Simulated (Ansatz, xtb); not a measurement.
# Relative energy of two isomers of C4H5N

Structure X is `C#C/C=C/N`, a singlet and structure Y is `C#C/C=C\N`, a singlet. Both are isolated molecules in the gas phase, relaxed with PBE0-D3(BJ)/def2-SVP; the shapes shown needn't be the lowest conformers.

X (Å):

| atom | x (Å) | y (Å) | z (Å) |
| --- | --- | --- | --- |
| C | -1.2136 | 2.2256 | 3.4920 |
| C | -1.2459 | 1.7163 | 2.3876 |
| C | -1.2586 | 1.1103 | 1.1077 |
| C | -2.3072 | 1.2135 | 0.2555 |
| N | -2.3701 | 0.7107 | -1.0096 |
| H | -1.1889 | 2.6773 | 4.4654 |
| H | -0.3697 | 0.5422 | 0.8078 |
| H | -3.1898 | 1.7819 | 0.5659 |
| H | -3.2756 | 0.5987 | -1.4409 |
| H | -1.6662 | 0.0465 | -1.3039 |

Y (Å):

```xyz
10

C    -0.4961    2.5739    2.4115
C    -1.0149    1.5501    2.0038
C    -1.6402    0.3870    1.4926
C    -2.3636    0.4076    0.3429
N    -2.5350    1.4843   -0.4662
H    -0.0266    3.4634    2.7872
H    -1.5360   -0.5550    2.0342
H    -2.8351   -0.5153   -0.0078
H    -3.2831    1.4841   -1.1424
H    -2.2304    2.3881   -0.1238
```

Quicker runs give these differences E(Y) − E(X): GFN2-xTB −1.4 kJ/mol; HF/STO-3G −2.2 kJ/mol (at GFN2-xTB geometries); r2SCAN-D4/def2-SVP −9.1 kJ/mol (at GFN2-xTB geometries).

Estimate E(Y) − E(X) at the level CCSD(T)/def2-SVP + ΔMP2/def2-TZVPP.

Calculated at CCSD(T)/def2-SVP + ΔMP2/def2-TZVPP: E(Y) − E(X) = −10.6 kJ/mol, so structure Y lies lower.

The same difference at several levels:

```json
{"level": "GFN2-xTB", "geometry": "GFN2-xTB", "E(Y) − E(X) (kJ/mol)": "−1.4", "departure from the last row (kJ/mol)": "+9.1", "job, with rough time for the two": "optimisation, 0.16 s"}
{"level": "HF/STO-3G", "geometry": "GFN2-xTB", "E(Y) − E(X) (kJ/mol)": "−2.2", "departure from the last row (kJ/mol)": "+8.4", "job, with rough time for the two": "single point, 0.35 s"}
{"level": "r2SCAN-D4/def2-SVP", "geometry": "GFN2-xTB", "E(Y) − E(X) (kJ/mol)": "−9.1", "departure from the last row (kJ/mol)": "+1.5", "job, with rough time for the two": "single point, 2.9 s"}
{"level": "PBE0-D3(BJ)/def2-SVP", "geometry": "PBE0-D3(BJ)/def2-SVP", "E(Y) − E(X) (kJ/mol)": "−9.5", "departure from the last row (kJ/mol)": "+1.1", "job, with rough time for the two": "optimisation, 32 s"}
{"level": "HF/def2-SVP", "geometry": "PBE0-D3(BJ)/def2-SVP", "E(Y) − E(X) (kJ/mol)": "−6.1", "departure from the last row (kJ/mol)": "+4.5", "job, with rough time for the two": "part of the CCSD(T) run"}
{"level": "MP2/def2-SVP", "geometry": "PBE0-D3(BJ)/def2-SVP", "E(Y) − E(X) (kJ/mol)": "−7.7", "departure from the last row (kJ/mol)": "+2.9", "job, with rough time for the two": "part of the CCSD(T) run"}
{"level": "CCSD(T)/def2-SVP", "geometry": "PBE0-D3(BJ)/def2-SVP", "E(Y) − E(X) (kJ/mol)": "−6.5", "departure from the last row (kJ/mol)": "+4.1", "job, with rough time for the two": "single point"}
{"level": "CCSD(T)/def2-SVP + ΔMP2/def2-TZVPP", "geometry": "PBE0-D3(BJ)/def2-SVP", "E(Y) − E(X) (kJ/mol)": "−10.6", "departure from the last row (kJ/mol)": "", "job, with rough time for the two": "single point, 24 s"}
```

As drawn, both hold the same kinds of bond in the same numbers.

GFN2-xTB finds them nearly level. The largest departure from CCSD(T)/def2-SVP + ΔMP2/def2-TZVPP is that of GFN2-xTB, 9.1 kJ/mol. The last row adds to CCSD(T) the change of the MP2 difference between the two basis sets, here −4.1 kJ/mol.

With harmonic frequencies from PBE0-D3(BJ)/def2-SVP (ideal gas, rigid rotor, one conformer each, 298.15 K, 1 atm): the zero-point term adds +0.7 kJ/mol; ΔH is −10.3 and ΔG −10.4 kJ/mol.

The correlated steps freeze 5 core orbitals. Codes used: Ansatz 0.2.0, xtb 6.7.1; the last row on 2 threads of Intel(R) Xeon(R) Processor @ 2.70GHz on a shared host.
